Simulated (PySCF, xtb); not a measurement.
nitric oxide (NO), SMILES [N]=O, multiplicity 2.

Harmonic wavenumbers (cm⁻¹) from xtb with GFN2-xTB at its own minimum, in rising order: 1950.

What does PySCF with PBE0-D3(BJ)/def2-TZVPD give at its own minimum? (Estimate from the structure and the level; the computed values follow.)

2028. Paired by order, the mean absolute difference is 78 cm⁻¹ and the zero-point energies are 2.8 and 2.9 kcal/mol.
